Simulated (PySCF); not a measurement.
Gas-phase reaction: BH2 + 2 Cl = BHCl2 + H

Computed with PySCF (xtb for GFN2) and rigid-rotor harmonic-oscillator thermochemistry at 1 bar. S°(298 K) at PBE0/def2-TZVP differs from the NASA 1993 table for BH2 (+14 J/mol/K); whether the harmonic model or the table's entry is off was not settled. † marks an energy on the PBE0/def2-TZVP geometry and frequencies; other levels use their own. CCSD(T) freezes the core. 6-31G* has spherical d functions here. Open shells (unrestricted): BH2 (multiplicity 2), Cl (multiplicity 2, electronic degeneracy 6), H (multiplicity 2); the rest are closed-shell singlets. GFN2 has no spin-polarisation term. Spin-orbit splitting is ignored; it lowers the true energy and changes the entropy of Cl. B3LYP is the form with VWN-RPA correlation. CCSD(T) isn't extrapolated to the basis-set limit; its ΔH°(298 K) is -574.1 kJ in def2-SVP and -580.5 kJ in def2-TZVPP. The harmonic model lacks anharmonicity and excited electronic states, which grow with temperature; levels with a mode under 35 cm⁻¹ are left out.

ΔH° and ΔS° at 298 K: B3LYP/6-31G* -564 kJ, -148 J/K; CCSD(T)/def2-SVP† -574 kJ, -148 J/K; CCSD(T)/def2-TZVPP† -581 kJ, -148 J/K; GFN2-xTB -536 kJ, -146 J/K; HF/6-31G* -420 kJ, -149 J/K.

Task: With the heat capacities included, give log10 K (1 bar) at 500, 600, 1000, 1200, 2000 K from B3LYP/6-31G*, CCSD(T)/def2-SVP†, CCSD(T)/def2-TZVPP†, GFN2-xTB, HF/6-31G*.

Result: 
```csv
T (K),B3LYP/6-31G*,CCSD(T)/def2-SVP†,CCSD(T)/def2-TZVPP†,GFN2-xTB,HF/6-31G*
500,51.2,52.2,52.9,48.3,36.1
600,41.4,42.2,42.8,39.0,28.8
1000,21.8,22.3,22.6,20.4,14.2
1200,16.9,17.3,17.6,15.8,10.6
2000,7.2,7.4,7.6,6.6,3.3
```
